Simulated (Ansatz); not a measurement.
**BFH₃N: a relaxed scan of the bond length B2–F3**

How does the energy rise as the bond length B2–F3 leaves its equilibrium value, and do density functionals follow CCSD(T)? At each value the rest of the molecule is relaxed at PBE0-D4 with the distance held.

Method: single points in def2-TZVPP; program: Ansatz 0.2.0, Gaussian basis.

Levels: PBE-D4, r2SCAN-D4, PBE0-D4, B3LYP-D4, wB97M-V, Hartree-Fock, MP2, CCSD, CCSD(T). The scan takes 1.097, 1.153, 1.236, 1.332, 1.439, 1.554, 1.677, 1.805, 1.939 Å.

Cores are frozen in the correlated methods. B3LYP uses VWN-RPA correlation.

35 further runs of the same task are left out: 35 set aside as unsound or not needed.

## Step 1: The system as given

The minimum, relaxed at PBE0-D4: 6 atoms, charge 0, spin multiplicity 1.

Atoms are counted from 1 here; the program's logs count them from 0.

Bond lengths: N1–B2 1.389 Å, N1–H4 1.004 Å, N1–H5 1.006 Å, B2–F3 1.338 Å, B2–H6 1.196 Å. Angles: B2–N1–H4 122.4°, B2–N1–H5 122.9°, H4–N1–H5 114.6°, N1–B2–F3 119.2°, N1–B2–H6 121.8°, F3–B2–H6 119.0°.

Coordinates:

```xyz
6

N    -0.4264    0.1011   -0.5821
B     0.4157   -0.1517    0.4938
F     0.4467    0.7104    1.5159
H    -0.4878   -0.5133   -1.3734
H    -1.0220    0.9107   -0.6322
H     1.1157   -1.1212    0.5318
```

Energies of the minimum (eV), from earlier single points: PBE-D4 -4931.36212, r2SCAN-D4 -4934.51982, PBE0-D4 -4931.65309, B3LYP-D4 -4937.36045, wB97M-V -4935.32250, CCSD(T) -4928.16746.

At the minimum the bond length B2–F3 is 1.338 Å.

## Step 2: B2–F3 = 1.097 Å

relax/in.yaml reads:

```yaml
crystal:
  periodic: [false, false, false]
  atoms:
    - {symbol: N, position_ang: [-0.426397, 0.101058, -0.582094]}
    - {symbol: B, position_ang: [0.415738, -0.151693, 0.493775]}
    - {symbol: F, position_ang: [0.441140, 0.555400, 1.332096]}
    - {symbol: H, position_ang: [-0.487796, -0.513325, -1.373424]}
    - {symbol: H, position_ang: [-1.022001, 0.910675, -0.632165]}
    - {symbol: H, position_ang: [1.115748, -1.121159, 0.531792]}
basis:
  gaussian: {orbitals: def2-TZVP}
hamiltonian: {xc: pbe0, dispersion: d4}
relax: {f_tol: 0.005, max_steps: 200, constraints: [{distance: [1, 2]}]}
```

No record of the launch command was kept for these runs.

The runs that follow: B2–F3 = 1.153 Å; B2–F3 = 1.236 Å; B2–F3 = 1.332 Å; B2–F3 = 1.439 Å; B2–F3 = 1.554 Å; B2–F3 = 1.677 Å; B2–F3 = 1.805 Å; B2–F3 = 1.939 Å.

Before running it: what results should come out? Wanted: highest point, CCSD(T); lowest point, CCSD(T); minimum along the scan, CCSD(T); RMS deviation from CCSD(T); largest T1 diagnostic.

**Answer**, as computed:

| quantity | value |
| --- | --- |
| highest point, CCSD(T) | 2.526 eV at 1.939 Å |
| lowest point, CCSD(T) | 0.000 eV at 1.338 Å |
| minimum along the scan, CCSD(T) | 1.341 Å |
| curvature there | 38.6 eV/Å² |
| RMS deviation from CCSD(T) | PBE-D4 0.138, r2SCAN-D4 0.050, PBE0-D4 0.037, B3LYP-D4 0.069, wB97M-V 0.039, Hartree-Fock 0.177, MP2 0.009, CCSD 0.038 eV |
| largest T1 diagnostic | 0.018 |

What this shows: A polynomial through the near points puts the CCSD(T) minimum 0.003 Å above the PBE0-D4 value. It is steeper on the short side than on the long one. Curvature against CCSD(T): PBE-D4 -9 %, Hartree-Fock +12 %. The curve of MP2 lies nearest to CCSD(T), that of Hartree-Fock farthest.
